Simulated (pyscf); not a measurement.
Cl–GeH(Cl)–Cl (SMILES [Cl][GeH]([Cl])[Cl]) + H• (SMILES [H]) -> Cl–Ge•(Cl)–Cl (SMILES [Cl][Ge]([Cl])[Cl]) + H₂ (SMILES [H][H]) (hydrogen abstraction; doublet surface; Ge–H broken, H–H formed). Optimised with ωB97X-D3(BJ)/def2-SVP in PySCF. Energies in eV from the separated reactants.

```
level                   barrier  reaction energy
----------------------  -------  ---------------
PBE/def2-TZVP               ___              ___
r²SCAN/def2-TZVP          -0.11            -1.18
B3LYP-D3(BJ)/def2-TZVP    -0.08            -1.27
M06-2X/def2-TZVP           0.15            -1.16
ωB97M-D3(BJ)/def2-TZVP     0.11            -1.08
HF/def2-TZVP                ___            -0.67
```

### Question
Fill in the missing entries.

### Answer

- PBE/def2-TZVP, barrier: -0.06
- PBE/def2-TZVP, reaction energy: -1.21
- HF/def2-TZVP, barrier: 0.35

At PBE, r²SCAN, B3LYP-D3(BJ) this geometry lies under the reactants; that is no barrier but a single point on another level's saddle; such a level's own saddle, if it has one, lies nearer that side and is low. This is the saddle that the search found; another between the same sides may lie lower. The angle at the transferred H is 180°. Elements up to Kr have no core potential and no relativistic terms here.
